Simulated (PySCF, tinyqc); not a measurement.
Worked calculation: coupled-perturbed Hartree-Fock on RHF in the sto-3g basis, for CH+, spin multiplicity 1. The lowest restricted solution is unstable here: a spin-polarised one lies 0.0081 hartree lower (PySCF). One step of it, computed by the program tinyqc.

Task: Coupled step 1. U_ai = -(mu_ai + sum_bj [4 (ai|bj) - (ab|ij) - (aj|bi)] U_bj) / (e_a - e_i); alpha = -4 sum U_ai mu_ai.

uncoupled U:
```
,i1,i2,i3
a4,-0.007675,-0.901176,0.411048
a5,-0.001388,-0.162996,0.074346
a6,0.000000,0.000000,0.000000
```

dipole integrals <a|y|i> (bohr):
```
,i1,i2,i3
a4,0.087492,0.797315,-0.217407
a5,0.015825,0.144210,-0.039322
a6,0.000000,0.000000,0.000000
```

orbital energies (hartree): MO1 -11.645779, MO2 -1.131068, MO3 -0.775229, MO4 -0.246319, MO5 -0.246319, MO6 -0.078496

Two-electron integrals over orbitals (pq|rs), unique and non-zero (hartree):
```
p,q,r,s,(pq|rs)
1,1,1,1,3.514066
2,1,1,1,-0.339640
2,1,2,1,0.052262
2,2,1,1,0.800028
2,2,2,1,-0.013540
2,2,2,2,0.576814
3,1,1,1,0.113893
3,1,2,1,-0.015396
3,1,2,2,0.011446
3,1,3,1,0.018213
3,2,1,1,-0.091090
3,2,2,1,0.006888
3,2,2,2,0.003083
3,2,3,1,0.015453
3,2,3,2,0.109854
3,3,1,1,0.701796
3,3,2,1,-0.009276
3,3,2,2,0.517460
3,3,3,1,-0.005382
3,3,3,2,-0.034838
3,3,3,3,0.550852
4,1,4,1,0.021437
4,2,4,1,0.027087
4,2,4,2,0.116912
4,3,4,1,-0.008954
4,3,4,2,-0.032446
4,3,4,3,0.035509
4,4,1,1,0.852070
4,4,2,1,-0.010538
4,4,2,2,0.585670
4,4,3,1,0.003382
4,4,3,2,-0.050919
4,4,3,3,0.522447
4,4,4,4,0.672833
5,1,5,1,0.021437
5,2,5,1,0.027087
5,2,5,2,0.116912
5,3,5,1,-0.008954
5,3,5,2,-0.032446
5,3,5,3,0.035509
5,4,5,4,0.036269
5,5,1,1,0.852070
5,5,2,1,-0.010538
5,5,2,2,0.585670
5,5,3,1,0.003382
5,5,3,2,-0.050919
5,5,3,3,0.522447
5,5,4,4,0.600295
5,5,5,5,0.672833
6,1,1,1,0.094881
6,1,2,1,-0.016559
6,1,2,2,-0.001813
6,1,3,1,-0.006473
6,1,3,2,-0.016164
6,1,3,3,0.009421
6,1,4,4,0.002760
6,1,5,5,0.002760
6,1,6,1,0.014680
6,2,1,1,-0.156791
6,2,2,1,0.002854
6,2,2,2,-0.081327
6,2,3,1,-0.013479
6,2,3,2,-0.016101
6,2,3,3,-0.012328
6,2,4,4,-0.084801
6,2,5,5,-0.084801
6,2,6,1,0.009263
6,2,6,2,0.072662
6,3,1,1,-0.228151
6,3,2,1,0.004783
6,3,2,2,-0.087218
6,3,3,1,0.002362
6,3,3,2,0.077151
6,3,3,3,-0.068271
6,3,4,4,-0.123977
6,3,5,5,-0.123977
6,3,6,1,-0.004714
6,3,6,2,0.060350
6,3,6,3,0.148316
6,4,4,1,-0.006880
6,4,4,2,-0.029091
6,4,4,3,-0.008818
6,4,6,4,0.019683
6,5,5,1,-0.006880
6,5,5,2,-0.029091
6,5,5,3,-0.008818
6,5,6,5,0.019683
6,6,1,1,0.567323
6,6,2,1,-0.004699
6,6,2,2,0.476575
6,6,3,1,0.011008
6,6,3,2,0.083878
6,6,3,3,0.487198
6,6,4,4,0.430859
6,6,5,5,0.430859
6,6,6,1,-0.006698
6,6,6,2,0.005426
6,6,6,3,0.075097
6,6,6,6,0.612875
```

Give: U after step 1; polarisability.

Result:

U after step 1:
```
,i1,i2,i3
a4,0.0001,-1.1181,0.6548
a5,0.0000,-0.2022,0.1184
a6,0.0000,0.0000,0.0000
```

polarisability = 4.2706 bohr^3
